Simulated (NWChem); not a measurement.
**Spin states of Al (+1)**

```xyz
1

Al     0.0000     0.0000     0.0000
```
Charge +1, spin multiplicity 1.

Everything below was run with NWChem.

Basis set: def2-TZVP. The gap is E(triplet) − E(singlet), so a negative value puts the higher spin lower. Open shells are unrestricted, and the singlet is the closed-shell solution. The triplet is the single determinant that the SCF runs reached, with unpaired electrons in orbitals of symmetry ag and b2u (D2h labels); it need not be the lowest triplet, which in molecules with degenerate π orbitals can need several determinants. Where the lowest singlet needs several determinants, the single determinant used here isn't a pure state and places it wrongly.

B3LYP has NWChem's definition, with VWN1-RPA local correlation. No SCF solution was tested for a lower state. Open-shell Hartree-Fock references start from PBE0 orbitals.

Task: Order these methods by the vertical singlet-triplet gap they give, lowest first: PBE, BLYP, B3LYP, HF.

Result: HF (82.0 kcal/mol), PBE (104.3 kcal/mol), B3LYP (108.5 kcal/mol), BLYP (110.3 kcal/mol)
